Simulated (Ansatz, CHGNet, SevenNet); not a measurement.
# LO phonon frequency at L of zinc-blende GaSb: levels of theory against measurement

Reference value: 205 cm⁻¹ (measured, temperature not stated, no zero-point or thermal correction; as tabulated in Ioffe Institute, NSM Archive: GaSb, mechanic properties page).

What do CHGNet 0.3.0, SevenNet-0, SevenNet-l3i5, LDA, PBE, PBEsol, PBE-D3(BJ), r²SCAN, HSE06, LC-ωPBE, PBE0, Hartree–Fock give, and how far is each from the reference?


| level (code) | value (cm⁻¹) | cell (Å³/atom) | difference (%) |
|---|---|---|---|
| CHGNet 0.3.0 | 127 | 30.00 | -38 |
| SevenNet-0 | 149 | 30.04 | -27 |
| SevenNet-l3i5 | 157 | 29.31 | -23 |
| LDA (Ansatz) | 201 | 27.65 | -2.0 |
| PBE (Ansatz) | 187 | 29.99 | -8.8 |
| PBEsol (Ansatz) | 196 | 28.53 | -4.4 |
| PBE-D3(BJ) (Ansatz) | 198 | 28.78 | -3.4 |
| r²SCAN (Ansatz) | 199 | 28.83 | -2.9 |
| HSE06 (Ansatz) | 201 | 28.92 | -2.0 |
| LC-ωPBE (Ansatz) | 225 | 27.07 | +9.8 |
| PBE0 (Ansatz) | 203 | 28.81 | -1.0 |
| Hartree–Fock (Ansatz) | 210 | 30.14 | +2.4 |

Once the reference is moved by up to 3.0 % (a margin picked here for doubts on the reference and the settings, and for temperature and zero-point motion) and values within 1.0 % count as equal, the nearest can be PBE0 (-1.0 %), LDA (-2.0 %), HSE06 (-2.0 %), Hartree–Fock (+2.4 %), r²SCAN (-2.9 %) or PBE-D3(BJ) (-3.4 %). Farthest off among them: CHGNet 0.3.0 (-38 %).

The measured value isn't corrected to a static lattice, so vibrations enter the comparison.  LDA, PBE, PBEsol, PBE-D3(BJ): the solid has no gap at this level, which affects its response. PBE-D3(BJ): the dispersion coefficients are held fixed in the derivatives. Each level is taken at its own relaxed cell. Cutoffs and k meshes differ between the levels. Ansatz's density-functional and Hartree–Fock values are scalar-relativistic unless marked +SOC, with PAW data made under PBE.

Machine-learned potentials (CHGNet 0.3.0, SevenNet-0, SevenNet-l3i5) are trained on DFT data: a solid inside that data is no test of them.

Differences are worked out from the printed values.

Ansatz is a program for electronic structure.
